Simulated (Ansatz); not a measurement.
**Si₂H₃ (doublet): from Hartree-Fock to the top rungs at twist about Si1–Si2 = 150.0°, cc-pVDZ**

The task here is to estimate one member of a computed series from the others.

Method: cc-pVDZ, core rule «outside noble gas», up to 10 orbitals frozen; program: Ansatz 0.2.0, Gaussian basis.

To be run: UHF; CCSD(T) on ROHF; CCSD(T) on UHF; BCCD(T) on ROHF; CISD; CCSDT(Q) on ROHF; CCSDT(Q) on UHF; CASSCF and MRCISD+Q, 3 electrons in 3 orbitals; CASSCF and NEVPT2, 3 electrons in 3 orbitals.

16 further runs of the same task are left out: 10 that didn't finish, 6 set aside as unsound or not needed.

**What is computed**

The geometry derives from a PBE0/def2-TZVP stationary point (not a proven minimum). One half is turned about the bond named; the halves are rigid.

5 atoms, charge 0, spin multiplicity 2.

Atoms are counted from 1 here; the program's logs count them from 0.

Bond lengths: Si1–Si2 2.282 Å, Si1–H3 1.492 Å, Si1–H4 1.491 Å, Si2–H5 1.528 Å. Angles: Si2–Si1–H3 129.4°, Si2–Si1–H4 123.7°, H3–Si1–H4 106.9°, Si1–Si2–H5 86.8°.

Set-up of the first run:

The input, in.yaml:

```yaml
crystal:
  periodic: [false, false, false]
  atoms:
    - {symbol: Si, position_ang: [-0.012986, 0.071936, 1.087609]}
    - {symbol: Si, position_ang: [-0.012986, -0.028479, -1.191823]}
    - {symbol: H, position_ang: [-0.012986, 1.265050, 1.983617]}
    - {symbol: H, position_ang: [-0.012986, -1.131620, 1.967599]}
    - {symbol: H, position_ang: [0.749658, -1.344334, -1.047376]}
basis:
  gaussian: {orbitals: cc-pVDZ}
magnetization: {spin_polarized: true, initial_magnetization: 1}
hamiltonian: {xc: hf}
output: {orbitals: {seedname: orbitals}}
```

The run is started by

```sh
$ ansatz run in.yaml --threads 1 --pin off --events-out ev --progress --plain --max-ram 2393MiB
```

Among the steps run: UHF; CCSD(T) on ROHF; CCSD(T) on UHF; BCCD(T) on ROHF; CISD; CCSDT(Q) on ROHF; CCSDT(Q) on UHF; CASSCF and MRCISD+Q, 3 electrons in 3 orbitals; CASSCF and NEVPT2, 3 electrons in 3 orbitals.

One table of the session follows, with a row left open; its other results are not shown here.

```
       method  from UCCSDT(Q) (kJ/mol)
         ROHF                        ?
          UHF                   +584.1
         RMP2                   +137.3
         UMP2                   +145.3
         CISD                    +77.8
        RCCSD                    +24.7
        UCCSD                    +24.5
     RCCSD(T)                     +5.6
     UCCSD(T)                     +5.9
      BCCD(T)                     +5.5
       RCCSDT                     +1.2
       UCCSDT                     +1.2
    RCCSDT(Q)                     +0.1
    UCCSDT(Q)                        0
  CASSCF pair                   +555.6
  NEVPT2 pair                   +135.2
  MRCISD pair                    +68.9
MRCISD+Q pair                    +11.0
```

Estimate the missing values for ROHF.

**Answer.** from UCCSDT(Q) (kJ/mol): +599.1. In the column «from UCCSDT(Q) (kJ/mol)» it is the highest.

Among the levels timed on like hardware and quicker than the yardstick, those that no quicker one beats, quickest first: NEVPT2 pair (0.96 s, +135.2 kJ/mol); MRCISD+Q pair (1.2 s, +11.0 kJ/mol); RCCSD(T) (2 s, +5.6 kJ/mol); BCCD(T) (2.3 s, +5.5 kJ/mol).

Limits of these values: Of the multireference levels listed MRCISD+Q pair comes nearest in total energy (+11.0 kJ/mol), which doesn't show that its space is the better one. Restricted and unrestricted rows rest on different reference determinants; where their highest levels disagree by more than a few hundredths of an eV, they describe different states and don't form one ladder.
